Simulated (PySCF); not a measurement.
# How the method moves the HOMO and LUMO of `C[C@@H]1CC=NC1`

Compound: C5H9N.
Cartesian coordinates in Å at the PBE0-D3(BJ)/def2-SVP level; atoms count from 1:
```
atom  x, y, z in Å
C1     1.559   -0.121   -0.762
C2     0.500    0.130    0.304
C3    -0.578   -0.967    0.306
C4    -1.677   -0.305   -0.481
N5    -1.563    0.947   -0.658
C6    -0.336    1.391   -0.011
H7     1.096   -0.201   -1.760
H8     2.111   -1.055   -0.571
H9     2.291    0.701   -0.799
H10    0.988    0.213    1.287
H11   -0.242   -1.919   -0.139
H12   -0.943   -1.206    1.321
H13   -2.552   -0.848   -0.865
H14    0.198    2.106   -0.658
H15   -0.614    1.949    0.902
```

Basis pcSseg-1 throughout (PySCF), one geometry. One conformer (not necessarily the lowest) at the PBE0-D3(BJ)/def2-SVP geometry, without solvent, vibrations or thermal averaging.

Task: How do the orbital energies, the gap and the dipole change with the method?

Result: 
```
   method                    kind  HOMO (eV)  LUMO (eV)  gap (eV)  μ (D)  SCF cycles
     BLYP                     GGA      -5.68      -0.85      4.82   2.12          15
     OPBE                     GGA      -5.80      -0.89      4.90   2.14          14
      PBE                     GGA      -5.80      -0.99      4.81   2.14          14
    B97-D                     GGA      -5.82      -0.91      4.91   2.16          15
      LDA                     LDA      -5.90      -1.20      4.69   2.23          15
     BP86                     GGA      -5.92      -1.09      4.83   2.17          14
      KT2                     GGA      -6.00      -0.95      5.05   2.10          15
      KT3                     GGA      -6.00      -0.94      5.07   2.07          14
    B97-2           global hybrid      -7.07       0.06      7.13   2.23          12
    B3LYP           global hybrid      -7.07      -0.11      6.96   2.21          14
     PBE0           global hybrid      -7.34       0.14      7.48   2.25          13
 mPW1PW91           global hybrid      -7.38       0.12      7.50   2.26          12
CAM-B3LYP  range-separated hybrid      -8.75       1.38     10.14   2.27          12
BHandHLYP           global hybrid      -8.78       1.40     10.18   2.32          12
  wB97X-D  range-separated hybrid      -9.26       2.00     11.26   2.30          13
  LC-wPBE  range-separated hybrid     -10.13       2.59     12.72   2.34          12
       HF            Hartree–Fock     -10.71       4.14     14.85   2.46          11
```

The HOMO spans 5.04 eV, from BLYP down to HF, and the gap runs from 4.69 eV (LDA) to 14.85 eV (HF). Over the methods BLYP (0 %), OPBE (0 %), PBE (0 %), B97-D (0 %), LDA (0 %), BP86 (0 %), KT2 (0 %), KT3 (0 %), B97-2 (21 %), B3LYP (20 %), PBE0 (25 %), mPW1PW91 (25 %), BHandHLYP (50 %), HF (100 %), a straight line through the gap against the share of exact exchange rises by 1.01 eV for each 10 % (correlation coefficient 0.999). The dipole ranges from 2.07 D (KT3) to 2.46 D (HF). This basis has no diffuse functions.
